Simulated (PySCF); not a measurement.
Atomic charges by several schemes

Compound: C₃H₂FN₂ (charge -1).
Z-matrix (Å and degrees, PBE0-D3(BJ)/def2-SVP geometry), rows numbered from 1:
```
F 
C   1  1.3530
C   2  1.3974  1  126.12
C   3  1.4099  2  100.25  1  -179.70
N   4  1.3392  3  111.29  2     0.03
N   2  1.3197  1  120.43  3  -179.61
H   3  1.0894  2  129.18  1     0.68
H   4  1.0963  3  128.13  2   179.88
```

Density: PBE0/pcSseg-1 (PySCF); schemes: Mulliken, IAO, Hirshfeld and ESP-fitted. Isolated species at its PBE0-D3(BJ)/def2-SVP geometry, gas phase. The pcSseg-1 basis has no diffuse functions, a weakness for an anion.

**Question.** What partial charge does each atom carry?

**Answer.** In e:

```tsv
atom	environment	Mulliken	IAO	Hirshfeld	ESP-fitted
F1	aryl fluorine	-0.330	-0.315	-0.154	-0.344
C2	aromatic C–F carbon	+0.387	+0.287	+0.021	+0.709
C3	aromatic CH carbon	-0.407	-0.388	-0.207	-0.745
C4	aromatic CH next to a ring nitrogen	+0.035	-0.140	-0.118	+0.189
N5	ring nitrogen	-0.359	-0.317	-0.264	-0.467
N6	two-coordinate ring nitrogen	-0.367	-0.343	-0.280	-0.533
H7	aromatic hydrogen	+0.021	+0.115	+0.001	+0.181
H8	aromatic hydrogen	+0.019	+0.100	+0.001	+0.010
```

Mean size of the charges over all atoms: ESP-fitted 0.397 e, IAO 0.251 e, Mulliken 0.241 e, Hirshfeld 0.131 e. Each set sums to the total charge, -1, to within 0.001 e. The Hirshfeld scheme divides the density at each point in proportion to the densities of the neutral, spherically averaged free atoms. The ESP scheme fits charges at the nuclei, held to the total charge, to the electrostatic potential on points at 1.4 to 2.0 times the van der Waals radii.

Lowest charge. The schemes don't all agree: Mulliken C3 (-0.407); IAO C3 (-0.388); Hirshfeld N6 (-0.280); ESP-fitted C3 (-0.745).

Highest charge. All schemes agree: Mulliken C2 (+0.387); IAO C2 (+0.287); Hirshfeld C2 (+0.021); ESP-fitted C2 (+0.709).

**Question.** How many electrons does the Hirshfeld scheme count on C2?

**Answer.** Z − q = 6 − (+0.021) = 5.979.

**Question.** How closely do the schemes follow one another over all atoms?

**Answer.** Correlation coefficient and root-mean-square difference: Mulliken with ESP-fitted 0.98, 0.195 e; Mulliken with IAO 0.95, 0.086 e; IAO with Hirshfeld 0.93, 0.141 e; IAO with ESP-fitted 0.92, 0.246 e; Mulliken with Hirshfeld 0.87, 0.175 e; Hirshfeld with ESP-fitted 0.85, 0.359 e.

**Question.** Sum the charges by element, for elements with more than one atom.

**Answer.** 
```
element  atoms  Mulliken     IAO  Hirshfeld  ESP-fitted
      C      3    +0.015  -0.240     -0.304      +0.153
      N      2    -0.726  -0.659     -0.544      -0.999
      H      2    +0.040  +0.215     +0.002      +0.191
```

These values come from a run that also computed NMR shieldings. The run took 6.3 s on one thread, x86-64 server, no GPU, on a shared host.
